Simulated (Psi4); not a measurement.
# One shape, several levels: quartet AlF2

Aim: a comparison of 3 runs (UB2PLYP/def2-TZVPP, UB3LYP/def2-TZVPP, UCAM-B3LYP/def2-TZVPP) of quartet AlF2. 

The calculation is run with Psi4 1.11.

**1. Starting point**

AlF2: 3 atoms, total charge 0, spin state quartet. SMILES of the parent species: `[F][Al][F]`. The coordinates come from a PBE0-D4/def2-TZVP relaxation. That shape belongs to the parent species and isn't relaxed for this state.

Bond lengths: F1–Al2 1.647 Å, Al2–F3 1.647 Å. Angles: F1–Al2–F3 119.7°.

**2. The energy at UB2PLYP/def2-TZVPP (run 1)**

Contents of job.inp:

```
memory 1.6 GB

molecule molecule1 {
  0 4
  F
  Al 1 r2
  F 2 r3 1 a3

  r2 = 1.646548
  r3 = 1.646538
  a3 = 119.65199
  symmetry c1
}

set {
  reference            uks
  puream               true
  e_convergence        1e-09
  d_convergence        1e-08
  scf_type             pk
  dft_radial_points    99
  dft_spherical_points 590
  num_frozen_docc      7
  maxiter              200
}

e, wfn = energy('b2plyp/def2-TZVPP', return_wfn=True)
```

Started as:

```console
psi4 -i job.inp -o job.out -n 1
```

job.out:

```text
[...]
  Running in c1 symmetry.
[...]
  Nuclear repulsion =   90.260757485130853
[...]
  Multiplicity = 4
[...]
  Nalpha       = 17
  Nbeta        = 14
[...]
    Number of basis functions: 104
[...]
   @UKS iter   1:  -441.57154133513251   -5.16332e-01   2.94147e-03 DIIS/ADIIS
[...]
   @UKS iter  17:  -441.60301952866257    1.18575e-10   6.66381e-09 DIIS
[...]
   @S^2 Observed:                3.776542206E+00
[...]
    Orbital Energies [Eh]
    ---------------------
    Alpha Occupied:
       1A    -57.089947     2A    -25.492197     3A    -25.492145
       4A     -4.489357     5A     -2.943933     6A     -2.943521
       7A     -2.943425     8A     -1.480307     9A     -1.474205
      10A     -0.716619    11A     -0.690129    12A     -0.688642
      13A     -0.677617    14A     -0.650333    15A     -0.642498
      16A     -0.303775    17A     -0.155556
    Alpha Virtual:
      18A      0.027224    19A      0.050644    20A      0.167822
      21A      0.188766    22A      0.189251    23A      0.221834
      24A      0.229800    25A      0.236111    26A      0.264127
[...]
  @UKS Final Energy:  -441.60301952866257
   => Energetics <=
    Nuclear Repulsion Energy =             90.2607574851308527
    One-Electron Energy =                -794.1964023056486894
    Two-Electron Energy =                 281.2406307651592670
    DFT Exchange-Correlation Energy =     -18.9080054733040157
    Empirical Dispersion Energy =           0.0000000000000000
    VV10 Nonlocal Energy =                  0.0000000000000000
    Total Energy =                       -441.6030195286625712
[...]
 Multipole Moments:
 ------------------------------------------------------------------------------------
     Multipole            Electronic (a.u.)      Nuclear  (a.u.)        Total (a.u.)
 ------------------------------------------------------------------------------------
 L = 1.  Multiply by 2.5417464519 to convert [e a0] to [Debye]
 Dipole X            :          0.5150263           -0.1725086            0.3425177
 Dipole Y            :          0.2991901           -0.1002989            0.1988912
 Dipole Z            :          0.0000000            0.0000000            0.0000000
 Magnitude           :                                                    0.3960759
[...]
```

Wall time 13 s (1 thread of Intel Xeon 6975P-C (Granite Rapids), shared host); peak memory 0.64 GiB.

**3. Energy and gradient at UB3LYP/def2-TZVPP (run 2)**

Contents of run.py:

```python
import psi4

psi4.set_memory('1600 MB')
psi4.set_num_threads(1)
psi4.set_output_file('psi4.out', False)

mol = psi4.geometry("""
0 4
F
Al 1 1.646548
F 2 1.646538 1 119.65199
symmetry c1
""")

psi4.set_options({
    'basis': 'def2-TZVPP',
    'reference': 'uks',
    'puream': True,
    'e_convergence': 1e-09,
    'd_convergence': 1e-08,
    'scf_type': 'pk',
    'dft_radial_points': 99,
    'dft_spherical_points': 590,
    'maxiter': 200,
})

result, w = psi4.gradient("b3lyp", return_wfn=True)
psi4.oeprop(w, "QUADRUPOLE", "MULLIKEN_CHARGES", "WIBERG_LOWDIN_INDICES", title="B3LYP")
print('gradient / Eh bohr^-1')
print(result.np.round(6))
print(f'energy = {w.energy():.10f} Eh')
for k, v in sorted(psi4.core.scalar_variables().items()):
    print(f'{k:45s} {v:18.10f}')
```

Started as:

```console
python run.py
```

psi4.out:

```text
[...]
  Running in c1 symmetry.
[...]
  Nuclear repulsion =   90.260757485130853
[...]
  Multiplicity = 4
[...]
  Nalpha       = 17
  Nbeta        = 14
[...]
    Number of basis functions: 104
[...]
   @UKS iter   1:  -441.99023644405128   -3.27951e-01   3.75211e-03 ADIIS/DIIS
[...]
   @UKS iter  13:  -442.03082122992527   -5.68434e-13   2.21398e-09 DIIS
[...]
   @S^2 Observed:                3.758445396E+00
[...]
  @UKS Final Energy:  -442.03082122992527
   => Energetics <=
    Nuclear Repulsion Energy =             90.2607574851308527
    One-Electron Energy =                -794.2606925651502934
    Two-Electron Energy =                 293.9100773469521641
    DFT Exchange-Correlation Energy =     -31.9409634968579823
    Empirical Dispersion Energy =           0.0000000000000000
    VV10 Nonlocal Energy =                  0.0000000000000000
    Total Energy =                       -442.0308212299252659
[...]
  -Total Gradient:
     Atom            X                  Y                   Z
    ------   -----------------  -----------------  -----------------
       1       -0.014843028352    -0.071861604882     0.000000000016
       2        0.084592857531     0.049179371533    -0.000000000026
       3       -0.069797489627     0.022654520991     0.000000000010
[...]
 Multipole Moments:
 ------------------------------------------------------------------------------------
     Multipole            Electronic (a.u.)      Nuclear  (a.u.)        Total (a.u.)
 ------------------------------------------------------------------------------------
 L = 1.  Multiply by 2.5417464519 to convert [e a0] to [Debye]
 Dipole X            :          0.5030978           -0.1725086            0.3305892
 Dipole Y            :          0.2925252           -0.1002989            0.1922263
 Dipole Z            :          0.0000000            0.0000000            0.0000000
 Magnitude           :                                                    0.3824136
 L = 2.  Multiply by 1.3450342976 to convert [e a0^2] to [Debye ang]
 Quadrupole XX       :        -63.4535670           46.7024403          -16.7511267
 Quadrupole XY       :         48.2139759          -48.5698310           -0.3558551
[...]
  Mulliken Charges: (a.u.)
   Center  Symbol    Alpha    Beta     Spin     Total
       1     F     4.77781  4.24811  0.52969 -0.02592
       2    AL     7.44439  5.50376  1.94063  0.05185
       3     F     4.77780  4.24813  0.52968 -0.02593
   Total alpha = 17.00000, Total beta = 14.00000, Total charge =  0.00000
  Wiberg Bond Indices using Orthogonal Lowdin Orbitals:
  Total Bond Index:
  Irrep: 1 Size: 3 x 3
[...]
```

On the terminal:

```text
Memory set to   1.490 GiB by Python driver.
  Threads set to 1 by Python driver.
gradient / Eh bohr^-1
[[-0.014843 -0.071862  0.      ]
 [ 0.084593  0.049179 -0.      ]
 [-0.069797  0.022655  0.      ]]
energy = -442.0308212299 Eh
CURRENT ENERGY                                   -442.0308212299
CURRENT REFERENCE ENERGY                         -442.0308212299
DD SOLVATION ENERGY                                 0.0000000000
DFT FUNCTIONAL TOTAL ENERGY                      -442.0308212299
DFT TOTAL ENERGY                                 -442.0308212299
DFT VV10 ENERGY                                     0.0000000000
DFT XC ENERGY                                     -31.9409634969
GRID ELECTRONS ALPHA                               17.0000005140
GRID ELECTRONS BETA                                14.0000004260
GRID ELECTRONS TOTAL                               31.0000009399
NUCLEAR REPULSION ENERGY                           90.2607574851
ONE-ELECTRON ENERGY                              -794.2606925652
PCM POLARIZATION ENERGY                             0.0000000000
PE ENERGY                                           0.0000000000
SCF ITERATION ENERGY                             -442.0308212299
SCF ITERATIONS                                     13.0000000000
SCF TOTAL ENERGY                                 -442.0308212299
TWO-ELECTRON ENERGY                               293.9100773470
XC GRID RADIAL POINTS                              99.0000000000
XC GRID SPHERICAL POINTS                          590.0000000000
XC GRID TOTAL POINTS                           168839.0000000000
```

It took 15 s on 1 thread of Intel Xeon 6975P-C (Granite Rapids), shared host; peak memory 0.64 GiB.

**4. A single-point energy at UCAM-B3LYP/def2-TZVPP (run 3)**

Contents of job.dat:

```
memory 1600 MB

molecule molecule1 {
  0 4
  F      1.00722402    -2.57229520     0.25775864
  Al     0.73453654     0.52043057     0.46336085
  F     -1.76216961     1.92941037    -0.74606387
  units au
  symmetry c1
}

set basis def2-TZVPP
set reference uks
set puream true
set e_convergence 1e-09
set d_convergence 1e-08
set scf_type pk
set dft_radial_points 99
set dft_spherical_points 590
set maxiter 200

E, wfn = energy("cam-b3lyp", return_wfn=True)
oeprop(wfn, "WIBERG_LOWDIN_INDICES", "QUADRUPOLE", "LOWDIN_CHARGES")
print_variables()
```

Started as:

```console
psi4 job.dat job.out -n 1
```

job.out:

```text
[...]
  Running in c1 symmetry.
[...]
  Nuclear repulsion =   90.260753071325638
[...]
  Multiplicity = 4
[...]
  Nalpha       = 17
  Nbeta        = 14
[...]
    Number of basis functions: 104
[...]
   @UKS iter   1:  -441.92679383220434   -4.72763e-01   3.35496e-03 DIIS/ADIIS
[...]
   @UKS iter  13:  -441.95945867121594   -1.33184e-10   8.01632e-09 DIIS
[...]
   @S^2 Observed:                3.761384821E+00
[...]
    Orbital Energies [Eh]
    ---------------------
    Alpha Occupied:
       1A    -56.133847     2A    -24.881423     3A    -24.881414
       4A     -4.247508     5A     -2.801372     6A     -2.801095
       7A     -2.798217     8A     -1.379093     9A     -1.372530
      10A     -0.682075    11A     -0.657058    12A     -0.649976
      13A     -0.645694    14A     -0.617380    15A     -0.608583
      16A     -0.312321    17A     -0.166611
    Alpha Virtual:
      18A      0.026555    19A      0.051002    20A      0.168080
      21A      0.189104    22A      0.191041    23A      0.219829
      24A      0.227277    25A      0.235803    26A      0.257724
[...]
  @UKS Final Energy:  -441.95945867121594
   => Energetics <=
    Nuclear Repulsion Energy =             90.2607530713256381
    One-Electron Energy =                -794.2074378081649684
    Two-Electron Energy =                 291.7391337958468398
    DFT Exchange-Correlation Energy =     -29.7519077302234862
    Empirical Dispersion Energy =           0.0000000000000000
    VV10 Nonlocal Energy =                  0.0000000000000000
    Total Energy =                       -441.9594586712159412
[...]
 Multipole Moments:
 ------------------------------------------------------------------------------------
     Multipole            Electronic (a.u.)      Nuclear  (a.u.)        Total (a.u.)
 ------------------------------------------------------------------------------------
 L = 1.  Multiply by 2.5417464519 to convert [e a0] to [Debye]
 Dipole X            :         -0.4840692            0.1678201           -0.3162491
 Dipole Y            :         -0.3114455            0.1079606           -0.2034849
 Dipole Z            :         -0.0000000           -0.0000000           -0.0000000
 Magnitude           :                                                    0.3760579
 L = 2.  Multiply by 1.3450342976 to convert [e a0^2] to [Debye ang]
 Quadrupole XX       :        -67.8910702           51.1816150          -16.7094552
 Quadrupole XY       :         50.4550957          -50.8592725           -0.4041768
[...]
```

It took 14 s on 1 thread of Intel Xeon 6975P-C (Granite Rapids), shared host; peak memory 0.75 GiB.

**5. The series**

```tsv
run	level	task	frozen core orbitals	energy (Eh)	HOMO energy (eV)	⟨S²⟩	wall time
1	UB2PLYP/def2-TZVPP	energy	7	-441.778214	-4.23	3.777	13 s
2	UB3LYP/def2-TZVPP	gradient	0	-442.030821	-3.24	3.758	15 s
3	UCAM-B3LYP/def2-TZVPP	energy	0	-441.959459	-4.53	3.761	14 s
```

**6. Summary of results**

| quantity | value |
| --- | --- |
| run 3: total energy | -441.95946 Eh |
| run 3: dipole moment | 0.96 D |
| run 3: HOMO energy (highest over α and β) | -4.53 eV |
| run 3: ⟨S²⟩ | 3.761 |

What this shows: Totals of different functionals can't be ranked against each other. All runs together took 42 s, the longest 15 s.
